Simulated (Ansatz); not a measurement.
Species: C4H6, charge 0, singlet. C4H6 (SMILES C=CC=C).
B3LYP-D3(BJ)/def2-TZVP minimum from Ansatz (a quantum-chemistry and plane-wave program):
```xyz
10

C      0.5975     1.7431     0.0042
C      0.5995     0.4091     0.0007
C     -0.5995    -0.4091    -0.0007
C     -0.5975    -1.7431    -0.0042
H      1.5168     2.3130     0.0051
H     -0.3292     2.3053     0.0062
H      1.5464    -0.1238    -0.0012
H     -1.5464     0.1238     0.0012
H      0.3292    -2.3053    -0.0062
H     -1.5168    -2.3130    -0.0051
```

Total energies in cc-pVDZ, 22 correlated electrons, 4 frozen orbitals. Radicals and triplets start from unrestricted determinants; spin-orbit coupling is neglected. Correlated methods leave the cores frozen. No relativity. The restricted determinant of C4H6 (C=CC=C, singlet) is unstable towards broken spin symmetry in at least one set run.

| method | program | energy (Eh) | minus CCSDT(Q) (mEh) |
|---|---|---|---|
| HF | Ansatz | -154.93464 | 604.06 |
| MP2 | Ansatz | -155.46813 | 70.58 |
| CCSD | Ansatz | -155.51460 | 24.10 |
| CCSD(T) | Ansatz | -155.53616 | 2.54 |
| UCCSD(T) | Ansatz | -155.53467 | 4.04 |
| CCSDT(Q) | Ansatz | -155.53871 | 0.00 |

Rough core times of Ansatz's runs on a shared machine: CCSD(T) under 20 s, UCCSD(T) 30 s, CCSDT(Q) 6 min.
